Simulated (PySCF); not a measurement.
Species: C3H4ClO (doublet state).
Cartesian coordinates in Å at the GFN2-xTB level; atoms count from 1:
```
atom  x, y, z in Å
C1     1.3274   -1.2407   -0.1599
C2     0.6240   -0.1905   -0.0781
Cl3    1.4134    1.4250    0.3807
C4    -0.8500    0.0318   -0.2971
O5    -1.4858    0.5892    0.8114
H6     2.2653   -1.7245   -0.0923
H7    -1.3327   -0.9292   -0.4866
H8    -0.9636    0.6734   -1.1855
H9    -0.9845    1.3715    1.0822
```

The hyperfine couplings belong to this conformer and change with its torsions.

As a line formula: `[H]/[C]=C(\Cl)CO` [radical].

Computed, not measured: PySCF, UKS B3LYP, pcH-1 on C Cl H O, non-relativistic, mean-field spin-orbit, GIAO. Geometry: GFN2-xTB, one conformer, isolated molecule. A GFN2-xTB geometry isn't a minimum of the functional, and hyperfine couplings can be far from their values at a DFT geometry. Stability of the SCF solution: not tested.

Problem. The isotropic 13C couplings are +208.7, +65.2, +35.5 MHz. Assign them to C1; C2; C4.

Solution. 
| site | a_iso (MHz) | ρ(0) (bohr⁻³) | position | distance from C1 (Å) | spin population | largest \|T\| (MHz) |
| --- | --- | --- | --- | --- | --- | --- |
| C1 | +208.7 | +0.1861 | largest spin population | 0.00 | +0.96 | 138.7 |
| C2 | +65.2 | +0.0580 | 1 bond from C1 | 1.27 | -0.15 | 15.3 |
| C4 | +35.5 | +0.0316 | 2 bonds from C1 | 2.53 | +0.03 | 7.0 |

Problem. The isotropic 1H couplings, averaged over equivalent nuclei, are -10.0, +2.6, -0.6 MHz. Assign them to H6; H7/H8; H9.

Solution. 
```tsv
site	a_iso (MHz)	ρ(0) (bohr⁻³)	position	distance from C1 (Å)	bound to	spin population there	largest |T| (MHz)
H6	-10.0	-0.0022	1 bond from C1	1.06	C1	+0.96	38.0
H7/H8	+2.6	+0.0006	3 bonds from C1	2.93	C4	+0.03	5.4
H9	-0.6	-0.0001	4 bonds from C1	3.70	O5	+0.01	2.3
```

ρ(0) is the spin density at the nucleus and T the dipolar tensor; a_iso includes a spin–orbit part; entries for several nuclei are means. The Mulliken spin populations are largest on C1 (+0.96), Cl3 (+0.17) and C2 (-0.15).

Nuclei that the bonding pattern makes equivalent are averaged, as if the motion that swaps them (rotation, inversion, ring flip) were fast. The 1H value of +2.6 MHz is a mean of couplings from -1.8 to 7.0 MHz in this one geometry, not an average over conformers.

The run took 23 s (grids of density and orbitals included) on Arm Neoverse V1, one thread, shared host with 64 logical CPUs at a one-minute load of 35, and the process peaked at 0.60 GiB of memory.
